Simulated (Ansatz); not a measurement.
## What a change of settings does to a run on Au

The cell is built from the fcc type as a first guess.

First run: DFT, PBE, PAW with Ansatz's default frozen-core files, scalar-relativistic (Ansatz 0.2.0).

Command: `ansatz run input.yaml --threads 1 --pin off --max-ram 2048MiB --backend cpu --events-out ev --progress --plain --runs-dir out` The run took about 4.8 s on 1 thread of a shared machine.

```yaml
crystal:
  lattice:
    - [0.0, 1.9678118992, 1.9678118992]
    - [1.9678118992, 0.0, 1.9678118992]
    - [1.9678118992, 1.9678118992, 0.0]
  atoms:
    - { symbol: Au, position: [0.0, 0.0, 0.0] }
kpoints:
  mp_grid: { grid: [14, 14, 14] }
scf:
  occupations: { method: fermi_dirac, width: 0.03 }
hamiltonian:
  xc: pbe
  pseudopotentials: { kind: paw }
output:
  forces: true
  stress: true
relax:
  f_tol: 0.005
  max_steps: 80
  cell: {}
```

Result: converged; relaxed volume 17.953 Å³/atom; 27 SCF iterations in all.

No spin–orbit coupling, which matters for the heavy atoms here.

The input is then changed:

```diff
@@ -10,7 +10,8 @@
 scf:
   occupations: { method: fermi_dirac, width: 0.03 }
+  eigensolver: { kind: davidson }
 hamiltonian:
   xc: pbe
-  pseudopotentials: { kind: paw }
+  pseudopotentials: { kind: paw_fr }
 output:
   forces: true
@@ -20,3 +21,6 @@
   max_steps: 80
   cell: {}
+magnetization:
+  noncollinear: true
+  spin_orbit: true
```

(1) Predict the outcome of the changed run.

Results:

(1) It converged; relaxed volume 17.791 Å³/atom; 26 SCF iterations in all.
